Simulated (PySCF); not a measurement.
First SCF of a structure search on singlet SF(OH), at a hand-made bent (heavy-atom frame) geometry. PySCF input:

```python
from pyscf import gto, scf, dft
mol = gto.M(atom='''
S      0.000000     0.000000     0.000000
F      1.368000     0.000000     0.957900
O     -1.359800     0.000000     0.952100
H     -1.865300     0.735400     1.306100''',
    basis={'S': 'def2-TZVP', 'F': 'def2-TZVP', 'O': 'def2-TZVP', 'H': 'def2-TZVP'},
    charge=0, spin=0)
mf = dft.RKS(mol, xc='PBE0')
mf.grids.atom_grid = (50, 194)
aux = {'S': 'def2-universal-JKFIT', 'F': 'def2-universal-JKFIT', 'O': 'def2-universal-JKFIT', 'H': 'def2-universal-JKFIT'}
mf = mf.density_fit(auxbasis=aux)
mf.conv_tol = 1e-08
mf.diis_space = 10
mf.max_cycle = 60
mf.init_guess = 'minao'
mf.verbose = 4
mf.kernel()
```

Excerpt of the output (cycles and frontier levels):

```
init E= -573.802695235191
  HOMO = -0.244684501803491  LUMO = -0.105756446149894  gap/eV = 3.78042
cycle= 1 E= -573.500630543103  delta_E= 0.302  |g|= 0.702  |ddm|= 1.74
  HOMO = -0.238262213504414  LUMO = -0.0353558553865139  gap/eV = 5.52136
cycle= 2 E= -573.334397779178  delta_E= 0.166  |g|=  1.2  |ddm|= 0.894
  HOMO = -0.249491428187909  LUMO = -0.0504704618060406  gap/eV = 5.41564
cycle= 3 E= -573.581185279838  delta_E= -0.247  |g|= 0.0728  |ddm|= 0.603
  HOMO = -0.255038773794794  LUMO = -0.048969516990967  gap/eV = 5.60743
cycle= 4 E= -573.582321414316  delta_E= -0.00114  |g|= 0.0285  |ddm|= 0.0768
  HOMO = -0.254381867021998  LUMO = -0.048166208905036  gap/eV = 5.61141
cycle= 5 E= -573.582434794336  delta_E= -0.000113  |g|= 0.0168  |ddm|= 0.0218
  HOMO = -0.254041049341346  LUMO = -0.0480480483889376  gap/eV = 5.60536
cycle= 6 E= -573.582480255259  delta_E= -4.55e-05  |g|= 0.00206  |ddm|= 0.00887
  HOMO = -0.254090631621274  LUMO = -0.0480447127533536  gap/eV = 5.60680
cycle= 7 E= -573.582481150675  delta_E= -8.95e-07  |g|= 0.000224  |ddm|= 0.0016
  HOMO = -0.254085914321706  LUMO = -0.0480456592826624  gap/eV = 5.60664
cycle= 8 E= -573.582481165898  delta_E= -1.52e-08  |g|= 5.26e-05  |ddm|= 0.000243
  HOMO = -0.25408271333928  LUMO = -0.0480430408872559  gap/eV = 5.60663
cycle= 9 E= -573.582481166699  delta_E= -8.01e-10  |g|= 1.7e-05  |ddm|= 7.07e-05
  HOMO = -0.254084298500423  LUMO = -0.0480440636595047  gap/eV = 5.60664
Extra cycle  E= -573.582481166696  delta_E= 2.27e-12  |g|= 2.01e-05  |ddm|= 2.65e-05
converged SCF energy = -573.582481166696
```

No lower solution of this spin was found from smeared starts or by a stability analysis within the restricted form, which does not test spin polarisation.

The search for the lowest solution, 3 starts and the stability check together, took 7.6 s on 2 threads of a shared Arm Neoverse V1 host, with 105 basis functions; the process peaked at 0.47 GiB.
